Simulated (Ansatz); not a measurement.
**Worked example: correlation energy of H2Ge–AsH2, doublet**

Geometry: a PBE0/def2-TZVP stationary point for this spin, not checked as a minimum.

```xyz
6

Ge   -0.0608    0.0000    1.2217
As    0.0668    0.0002   -1.1953
H     0.6779    1.2508    1.7608
H     0.6748   -1.2532    1.7599
H    -0.9617   -1.1087   -1.3580
H    -0.9749    1.0966   -1.3600
```

Basis cc-pVDZ; Ansatz 0.2.0. Only valence electrons are correlated (noble-gas cores and the filled d shells of p-block atoms frozen), which leaves 13 electrons in 46 orbitals. R marks a restricted (for open shells ROHF) determinant, U an unrestricted one. No spin–orbit coupling is included, and no scalar relativity.

Full CI isn't at hand for all of this; UCCSDT(Q) serves as the reference, and is uncertain by about the last step of the cluster series.

Runs differ by some tens of microhartree through their thresholds and, for an open shell, their frozen cores, so steps under 0.03 kcal/mol mean nothing.

```csv
level,total energy (hartree)
UHF,-4311.803643
UMP2,-4312.000177
UCCSD,-4312.041915
UCCSD(T),-4312.048461
UCCSDT,-4312.049600
UCCSDT(Q),-4312.049941
```

**Question.** What is the correlation energy at UCCSDT(Q), and what share of it do UMP2 and UCCSD(T) recover?

**Answer.** E(corr) = -4312.049941 − (-4311.803643) = -0.246298 hartree = -6.702 eV. UMP2: -0.196534 / -0.246298 = 79.80 %. UCCSD(T): -0.244818 / -0.246298 = 99.40 %.

**Question.** By how many kcal/mol does UCCSD(T) miss UCCSDT(Q) (1 hartree = 627.509 kcal/mol), and which steps make up the rest?

**Answer.** -4312.048461 − (-4312.049941) = 0.001480 hartree = 0.93 kcal/mol. Steps: UCCSDT − UCCSD(T) = -0.71, UCCSDT(Q) − UCCSDT = -0.21 kcal/mol. Differences between like states or geometries often cancel part of this.
